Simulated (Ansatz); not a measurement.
Task: the energy of protonation at one site of P2, with the Python package of Ansatz (0.2.0). Give the script and its output. Level of theory (for the species named): Hartree-Fock, cc-pVDZ basis, multiplicity 1.

```yaml
atoms:
  - { symbol: P, position_ang: [0.0000, 0.0000, 0.0000] }
  - { symbol: P, position_ang: [0.0000, 0.0000, 2.1300] }
```

`pa_p2.py`
```python
"""Proton affinity of P2 at one site."""

import warnings

import ansatz
from ase import Atoms
import numpy as np


def main() -> None:
    warnings.simplefilter("ignore", ansatz.DeckWarning)

    atoms = Atoms(["P", "P"], positions=[
        (0.0, 0.0, 0.0),
        (0.0, 0.0, 2.13),
    ])
    mol = ansatz.Crystal.molecule_from_ase(atoms)

    setup = mol.calculation().basis(gaussian="cc-pVDZ").functional("hf")
    symbols = [site.symbol for site in mol.cartesian_sites]
    start = np.array([site.position_ang for site in mol.cartesian_sites], dtype=float)
    summary = setup.relax(force_tolerance=0.01).run().report
    end = np.array(summary["positions_ang"])

    # start the new hydrogen opposite the existing bonds
    away = sum((end[1] - end[j]) / np.linalg.norm(end[1] - end[j]) for j in [0]) + np.array([0.15, 0.1, -0.2])
    proton = end[1] + 1.4 * away / np.linalg.norm(away)
    acid = ansatz.Crystal.molecule()
    for symbol, place in zip(symbols, end):
        acid = acid.atom(symbol, place.tolist())
    acid = acid.atom("H", proton.tolist())
    protonated = (
        acid.calculation()
        .basis(gaussian="cc-pVDZ")
        .functional("hf")
        .charge(1)
        .relax(force_tolerance=0.01, max_steps=80)
    )
    after = protonated.run().report
    xyz = np.array(after["positions_ang"])
    reach = np.linalg.norm(xyz[:-1] - xyz[-1], axis=1)
    print(f"base {summary['free_energy_ev']:.5f} eV, protonated {after['free_energy_ev']:.5f} eV")
    print(f"the proton ends {reach.min():.3f} A from {symbols[reach.argmin()]}{reach.argmin()}")
    print(f"electronic proton affinity {(summary['free_energy_ev'] - after['free_energy_ev']):.3f} eV")


if __name__ == "__main__":
    main()
```

Running `python pa_p2.py` prints:
```text
base -18543.64418 eV, protonated -18549.95439 eV
the proton ends 1.404 A from P1
electronic proton affinity 6.310 eV
```

Notes:
- Total energies depend on the basis set; only differences at equal settings carry meaning.
- The proton is put on one chosen atom, which needn't be the most basic site, so the molecule's proton affinity can be higher; the ends are stationary points, not checked by frequencies, and zero-point and thermal terms count only where printed.
- Hartree-Fock leaves correlation out, so bond, atomisation and ionisation energies come out well too low.
- The spin state was assumed, and another may lie lower.
- Wall time of the script: 3.8 s on 1 thread of Arm Neoverse V1 (shared host), peak memory 0.16 GiB.
